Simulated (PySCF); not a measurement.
Species: C4H3FO.
Structure used (GFN2-xTB), in Å, numbered top down from 1:
```xyz
9
C4H3FO angstrom
C     -1.7366    0.4942    0.2756
C     -0.3605    0.1312    0.0925
C      0.7965   -0.1695   -0.0613
C      2.1609   -0.5149   -0.2495
O      3.0898    0.1817   -0.4720
F      2.3367   -1.8692   -0.1400
H     -2.1604   -0.0724    1.1039
H     -2.2957    0.2648   -0.6312
H     -1.8171    1.5602    0.4840
```

The computed photoelectron lines, unassigned: C 1s: 291.31 (area 1), 291.79 (area 1), 292.42 (area 1), 296.19 (area 1) eV; O 1s: 538.57 eV; F 1s: 692.98 eV.

Level of theory: delta-SCF UKS SCAN, pcX-2 on the ionised atom, pcseg-1 elsewhere, spin-free X2C (PySCF 2.14.0). Isolated species at its GFN2-xTB geometry, gas phase.

**Question.** Which carbon gives which C 1s line?

**Answer.** 291.31 eV: C3 (alkyne carbon); 291.79 eV: C2 (alkyne carbon); 292.42 eV: C1 (propargylic carbon); 296.19 eV: C4 (acyl halide carbon). The listed C 1s values span 4.88 eV, from C3 (bonded to C (triple bond) and C) to C4 (bonded to F, O (double bond) and C). Summing the Pauling electronegativity differences to the bonded atoms, each weighted by its formal bond order, gives 0.00 for the lowest site and +3.21 for the highest; no listed site has a larger sum than the highest. The smallest sum, -1.05, belongs to C1, 1.11 eV above the lowest.

Bonded neighbours of each site: C1: C and 3 H; C2: C (triple bond) and C; C3: C (triple bond) and C; C4: F, O (double bond) and C; O5: C (double bond); F6: C.

**Question.** Which photon energy gives electrons from F 1s of F6 a kinetic energy of 200 eV, and what is their de Broglie wavelength?

**Answer.** hν = 692.98 + 200 = 892.98 eV, recoil neglected; λ = 12.264 Å/√(E/eV) = 0.87 Å.

The unrestricted hole states depart most from a pure doublet (⟨S²⟩ = 0.75; over 0.85 named) for C 1s of C2 (0.88), which makes this value less certain.

Time: 34 s of wall time; peak memory 0.49 GiB. Hardware: an Arm Neoverse V1 with one thread, no GPU, shared host.
